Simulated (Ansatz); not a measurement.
Molecule: C4H4N, net charge 0, doublet state. It need not be the lowest isomer of its formula. 
Geometry from a B3LYP-D3(BJ)/def2-TZVP (Ansatz, an electronic-structure program) optimisation:
```
C
C 1 1.3720
H 2 1.0762 1 131.33
H 1 1.0778 2 125.81 3 0.00
N 2 1.3836 3 121.13 1 -180.00
H 5 1.0035 2 126.04 3 0.00
C 5 1.3541 6 126.03 2 -180.00
C 7 1.3627 5 111.38 6 180.00
H 8 1.0753 7 127.81 5 -180.00
```
Charge 0, spin multiplicity 2.

Parts of the frozen-core correlation energy in 6-31G* (Ansatz, hartree). Frozen orbitals: 5; correlated occupied orbitals by spin: 13 and 12; virtual: 65 and 66. Open shells are spin-unrestricted. No spin-orbit coupling. Non-relativistic.

| term | value |
|---|---|
| reference (HF) | -208.15224 |
| MP2 opposite-spin | ___ |
| MP2 same-spin | ___ |
| CCSD correlation | ___ |
| (T) | -0.02831 |
| T1 diagnostic | 0.033 |
| largest doubles amplitude | 0.064 |
| <S^2> of the reference | 0.984 |

Problem. Some entries are withheld; supply them.

Solution. 
- MP2 opposite-spin, value: -0.45864
- MP2 same-spin, value: -0.17084
- CCSD correlation, value: -0.67107
